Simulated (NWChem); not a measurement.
Species: SiF4; SMILES F[Si](F)(F)F

```xyz
5

F      1.3593     0.7380     0.3513
Si     0.0000     0.0000     0.0000
F     -1.1101     1.0765    -0.3530
F     -0.4734    -0.8582     1.2471
F      0.2241    -0.9563    -1.2454
```
Atoms are numbered in this order, from 1.

Results from NWChem. Geometry optimised at PBE0/def2-SVP; all other runs use it. Pople sets run with spherical d functions.

```json
[
 {"quantity": "vertical, lowest excitation, singlet (eV)", "level": "B3LYP/aug-cc-pVDZ, TDA", "value": "___"},
 {"quantity": "orbital gap (eV)", "level": "LC-wPBE (HJS exchange hole, range parameter 0.4 per bohr)/def2-SVP", "value": "18.27"},
 {"quantity": "charge (e), Mulliken Si2", "level": "B3LYP/def2-SVP", "value": "___"},
 {"quantity": "first state with f > 0.002 (eV), Si K edge, unshifted", "level": "BHandHLYP/6-311G**, TDA", "value": "1829.5"},
 {"quantity": "dipole (D)", "level": "PBE0/def2-SVP", "value": "0.00"},
 {"quantity": "highest harmonic frequency (cm⁻¹)", "level": "PBE0/def2-SVP", "value": "___"}
]
```

**Question.** What belongs in the gaps?

**Answer.** 
- vertical, lowest excitation, singlet (eV), value: 10.21
- charge (e), Mulliken Si2, value: 1.20
- highest harmonic frequency (cm⁻¹), value: 1041
